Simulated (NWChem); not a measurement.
# HS anion

```xyz
2

S      0.0000     0.0000    -0.0894
H      0.0000     0.0000     1.2685
```
Atoms are numbered in this order, from 1.

Program: NWChem. Geometry: optimised at B3LYP/def2-SVPD. Level: PBE0/def2-SVPD; rows give the wavelength of the field.

Problem. Order these by “isotropic polarisability (bohr³)”, lowest first: 589 nm; static; 1065 nm.

Solution. static (45.4), 1065 nm (46.7), 589 nm (50.6)
